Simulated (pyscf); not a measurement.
Structures and frequencies: ωB97X-D3(BJ)/def2-SVP in PySCF.

Problem. H₃Si–As(SiH₃)–SiH₃ → H₃Si–AsH–SiH₃ + SiH₂ [singlet]
Surface: singlet. Broken: As–Si, H–Si. Formed: As–H. Give ΔE‡ and ΔE from PBE0-D3(BJ)/def2-TZVP, relative to the reactant's lowest minimum found.

Solution. ΔE‡ = 56.1 kcal/mol, ΔE = +71.4 kcal/mol. ωB97M-D3(BJ)/def2-TZVP gives 58.9 kcal/mol and +64.9 kcal/mol. Zero-point energy shifts the barrier by -2.4 kcal/mol. It is a 1,1-elimination, with an imaginary mode of 513i cm⁻¹. On the product side the descent ends in an adduct with a As–Si contact, 14.3 kcal/mol under the separated species and 2.6 kcal/mol under the saddle at ωB97X-D3(BJ)/def2-TZVP. At PBE0-D3(BJ) the saddle lies under the separated products, which points to a path from their complex (located at ωB97X-D3(BJ) alone), and parting the products costs more than the saddle. What is counted as broken (As–Si) persists as a longer contact in the product adduct; parting that adduct is a step of its own. At ωB97X-D3(BJ) the barrier from the zero used here is 63.4 kcal/mol. One saddle was located; it need not be the lowest between these sides. Elements up to Kr have no core potential and no relativistic terms here.
